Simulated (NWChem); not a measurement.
System: ethanol (C2H6O); SMILES CCO

```xyz
9

C      0.2531    -1.2028     0.0291
C     -0.5506     0.0827    -0.0179
O      0.2462     1.2341     0.0728
H     -0.4036    -2.0866     0.0150
H      0.8682    -1.2401     0.9410
H      0.9298    -1.2809    -0.8387
H     -1.1851     0.0958    -0.9282
H     -1.2422     0.1225     0.8392
H      0.8487     1.2367    -0.6781
```
Atoms are numbered in this order, from 1.

Results from NWChem. Medium grid unless said otherwise, to which SCAN and Minnesota functionals are sensitive. All runs use the structure optimised with PBE0/def2-SVP. Hybrids' shares of exact exchange are those that their runs print; pure functionals count as 0. The functionals differ in more than this share.

| row | share of exact exchange | highest occupied level (eV) |
|---|---|---|
| LDA (Slater exchange, VWN5)/def2-TZVPD | 0.00 | -6.39 |
| PBE/def2-TZVPD | 0.00 | -6.27 |
| B3LYP/def2-TZVPD | 0.20 | -7.68 |
| PBE0/def2-TZVPD | 0.25 | -7.91 |
| M06-2X/def2-TZVPD | 0.54 | -9.55 |
| Hartree-Fock/def2-TZVPD | 1.00 | withheld |

Q: Fit a straight line of the last column on the one before it, predict the withheld value, and compare with the run.

A: 
1. Means of the 5 shown rows: x = 0.198, y = -7.560. Slope Σ(x − x̄)(y − ȳ)/Σ(x − x̄)² = -1.186/0.1981 = -5.988; intercept -6.374.
2. The shown rows scatter about the line by 0.074 (root mean square); the largest residual is -0.11, at B3LYP/def2-TZVPD.
3. At x = 1.00 (Hartree-Fock/def2-TZVPD; beyond the shown range) the line gives -12.36.
4. The run gives -12.04, +0.32 from the line, 4.3 times the scatter.
